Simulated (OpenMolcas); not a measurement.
CH4OSi (SMILES CO[SiH]): methods side by side

CH4OSi: 7 atoms, total charge 0, spin state singlet. As SMILES, `CO[SiH]`. Geometry: relaxed at PBE0-D4/def2-TZVP. This is one conformer, not always the lowest.

```xyz
7

C    -0.5124    0.4855   -0.3385
O    -0.4432   -0.4465    0.7176
Si    0.7969   -1.3873    1.2299
H    -1.2964    0.1808   -1.0355
H     0.4438    0.5475   -0.8687
H    -0.7693    1.4675    0.0654
H     1.8417   -0.9156    0.1841
```

Each level gives the energy change with the C1–H5 bond stretched from 1.095 to 1.643 Å (eV). The values are calculated.

| level | kind | program | value (eV) | less CCSD(T)/aug-cc-pVDZ | CPU time (all runs) |
| --- | --- | --- | --- | --- | --- |
| HF/aug-cc-pVDZ (unrestricted) | Hartree–Fock | OpenMolcas | 2.26 | +0.43 | 40 s |
| SVWN5/aug-cc-pVDZ (restricted) | LDA | OpenMolcas | 1.72 | -0.11 | 86 s |
| PBE/aug-cc-pVDZ (restricted) | GGA | OpenMolcas | 1.74 | -0.09 | 2 min |
| r2SCAN/aug-cc-pVDZ (restricted) | meta-GGA | OpenMolcas | 1.87 | +0.04 | 2.9 min |
| PBE0/aug-cc-pVDZ (restricted) | global hybrid | OpenMolcas | 1.94 | +0.11 | 1.9 min |
| B2PLYP/aug-cc-pVDZ (restricted) | double hybrid | OpenMolcas | 1.93 | +0.10 | 1.7 min |
| MP2/aug-cc-pVDZ (restricted) | perturbation theory | OpenMolcas | 1.97 | +0.14 | 31 s |
| CCSD(T)/aug-cc-pVDZ (Cholesky decomposition) (restricted) | coupled cluster or CI | OpenMolcas | 1.83 | 0.00 | 16 min |

Differences are taken from CCSD(T)/aug-cc-pVDZ (Cholesky decomposition) (restricted) for orientation; it has basis-set and higher-order errors of its own. The first shape isn't each level's own minimum. The values span 1.72 to 2.26 eV. Spin contamination of the reference (⟨S²⟩ at least 0.1 too high) touches HF/aug-cc-pVDZ. CPU times are rough (shared hosts, several kinds of processor): they show what a rung costs within a factor of a few.
